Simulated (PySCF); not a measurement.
Deuteron quadrupole couplings in `CCP1CC1`

Species: C4H9P.
SMILES with atom numbers: `[CH3:1][CH2:2][P:3]1[CH2:4][CH2:5]1` (hydrogens: H6, H7, H8 on C1; H9, H10 on C2; H11, H12 on C4; H13, H14 on C5)

Cartesian coordinates in Å at the PBE0-D3(BJ)/def2-SVP level; atoms count from 1:
```xyz
14
C4H9P angstrom
C     -2.103    0.048    0.016
C     -0.808   -0.516   -0.550
P      0.457   -0.843    0.783
C      1.393    0.756    0.731
C      2.008   -0.332   -0.090
H     -1.937    1.028    0.490
H     -2.861    0.180   -0.771
H     -2.532   -0.618    0.782
H     -0.383    0.160   -1.311
H     -0.998   -1.480   -1.054
H      0.926    1.596    0.206
H      1.899    1.049    1.657
H      1.968   -0.243   -1.181
H      2.935   -0.789    0.273
```

Level: PBE0/pcSseg-1 (PySCF, non-relativistic); Q(2H) = 0.00286 b; rigid geometry, the same for H and D, with no vibrational averaging.

**Question.** Give the electric field gradient Vzz (the principal value of largest size), its asymmetry and the 2H coupling at each hydrogen.

**Answer.** 
| atom | bonded to | bond length (Å) | Vzz (au) | η | χzz (kHz) |
| --- | --- | --- | --- | --- | --- |
| H6 | C1 | 1.101 | 0.2900 | 0.03 | 195 |
| H7 | C1 | 1.101 | 0.2921 | 0.02 | 196 |
| H8 | C1 | 1.102 | 0.2888 | 0.03 | 194 |
| H9 | C2 | 1.103 | 0.2878 | 0.02 | 193 |
| H10 | C2 | 1.104 | 0.2867 | 0.01 | 193 |
| H11 | C4 | 1.095 | 0.3058 | 0.07 | 206 |
| H12 | C4 | 1.095 | 0.3055 | 0.07 | 205 |
| H13 | C5 | 1.095 | 0.3060 | 0.07 | 206 |
| H14 | C5 | 1.095 | 0.3053 | 0.07 | 205 |

**Question.** How does χzz go with the bond length over the 9 C–H bonds?

**Answer.** A straight-line fit has a slope of -15.1 kHz for each 0.01 Å, with a correlation coefficient of -1.00, over lengths from 1.095 to 1.104 Å. The longer bonds have the smaller couplings here.

Geometry: PBE0-D3(BJ)/def2-SVP, one conformer, isolated molecule. A larger basis could move these couplings by a tenth or more.

The run behind these numbers computed NMR shieldings as well. Hardware: an Intel Xeon Platinum 8375C at 2.90 GHz with one thread (shared host). Cost: 15 s of wall time (with the writing of density and orbital grids), 0.74 GiB resident at most.
